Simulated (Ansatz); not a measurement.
For zinc-blende InSb, rVV10 in Ansatz (PAW) gives:

```
Quantity                           Value
------------------------------  --------
equilibrium lattice constant a   6.655 Å
bulk modulus B0                 37.1 GPa
```

### Question
What does r²SCAN+SOC (PAW; Ansatz, a first-principles code) give for the same quantities?

### Answer

- lattice constant a: 6.556 Å (shrinks by 1.5 %)
- bulk modulus: 43.2 GPa (increases by 16 %)

For comparison: lattice constant a 6.468 Å (measured, static lattice: zero-point anharmonic expansion removed; as tabulated in Mejia-Rodriguez and Trickey (2018), arXiv:1807.09216); bulk modulus 46.1 GPa (measured, 0 K value with the zero-point phonon effect removed; as tabulated in Mejia-Rodriguez and Trickey (2018), arXiv:1807.09216).

Changes are worked out from the printed values.

Unless a cell is named, each level is at its own relaxed cell (rVV10 36.85, r²SCAN+SOC 35.22 Å³/atom).

Ansatz's density-functional and Hartree–Fock values are scalar-relativistic unless marked +SOC, with PAW data made under PBE.
